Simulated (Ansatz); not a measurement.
A run of Ansatz (development build ahead of 0.2.0) on triplet SO at this shape:

```yaml
atoms:
  - { symbol: S, position_ang: [-0.0019, 0.0096, -0.4986] }
  - { symbol: O, position_ang: [-0.0055, -0.0002, 0.9929] }
```

Its results:

| Property | Result |
| --- | --- |
| Converged | yes |
| Reference energy | -472.34796 hartree |
| Correlation energy | -0.29271 hartree |
| Total energy | -472.64067 hartree |
| Spin squared of the determinant | 2.038 |

Question: Which input gives this output? Name the method, the orbitals and the basis set, and write the input.

Answer: UHF-MP2 in cc-pVDZ.

```yaml
crystal:
  periodic: [false, false, false]
  atoms:
    - { symbol: S, position_ang: [-0.0019, 0.0096, -0.49856] }
    - { symbol: O, position_ang: [-0.00547, -0.00018, 0.99289] }
basis:
  gaussian: { orbitals: cc-pVDZ }
magnetization:
  spin_polarized: true
  initial_magnetization: 2
hamiltonian:
  xc: hf
correlation:
  method: mp2
  frozen_orbitals: { O: 1, S: 5 }
```
